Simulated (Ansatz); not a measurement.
**C3H3 (propargyl radical): from total energies to a heat of formation**

The species is C3H3 (6 atoms), meant as a doublet with charge 0. SMILES: `[CH]=C=C`. The shape is that of a PBE0-D4/def2-TZVP optimisation.

```xyz
6

C    -1.2974   -0.3720   -0.6607
C    -0.2433   -0.0698   -0.1240
C     0.9337    0.2678    0.4753
H    -2.2160   -0.6357   -1.1281
H     1.8651    0.2344   -0.0758
H     0.9580    0.5754    1.5132
```

Total energies at UB3LYP/6-31G* (spherical functions) (Ansatz 0.2.0); the atoms run unrestricted:

```
species    state  energy (Eh)
   C3H3  doublet  -115.998461
      C  triplet   -37.844694
      H  doublet    -0.500273
```

Harmonic wavenumbers at UPBE0-D4/def2-TZVP, in cm⁻¹: 359, 408, 472, 643, 690, 1025, 1100, 1451, 2017, 3166, 3260, 3474.

Measured heats of formation of the gaseous atoms at 298.15 K, in kJ/mol: C 716.9, H 218.0. Take 1 Eh = 2625.50 kJ/mol, 1 cm⁻¹ = 0.0119627 kJ/mol, RT = 2.479 kJ/mol.

Task: What heat of formation follows?

Result: 
1. Electronic atomisation energy: 3 × (-37.844694) + 3 × (-0.500273) − (-115.998461) = 0.963560 Eh = 2529.8 kJ/mol.
2. Zero-point energy: half the sum of the wavenumbers, 9032.5 cm⁻¹ = 108.1 kJ/mol.
3. Thermal vibrational enthalpy, Σ hcν̃/(exp(hcν̃/kT) − 1): 3.2 kJ/mol. Translation, rotation and pV of a non-linear molecule: 4 RT = 9.9 kJ/mol.
4. The 6 free atoms carry 5/2 RT each: 37.2 kJ/mol.
5. Spin-orbit coupling lowers the free atoms by 3 × 0.02 = 0.1 kJ/mol.
6. Atomisation enthalpy at 298 K: 2529.8 − 0.1 − 108.1 − 3.2 − 9.9 + 37.2 = 2445.7 kJ/mol.
7. Sum of the atoms' heats of formation: 2804.7 kJ/mol. Heat of formation: 2804.7 − 2445.7 = +359.0 kJ/mol.

The tabulated value is +351.5 kJ/mol (Active Thermochemical Tables), so this level is off by +7.5 kJ/mol, or 0.3 % of the atomisation enthalpy that the table implies (2453.1 kJ/mol). So close a hit in a small basis owes something to errors that cancel. Anharmonicity and any spin-orbit splitting of the molecule are left out.
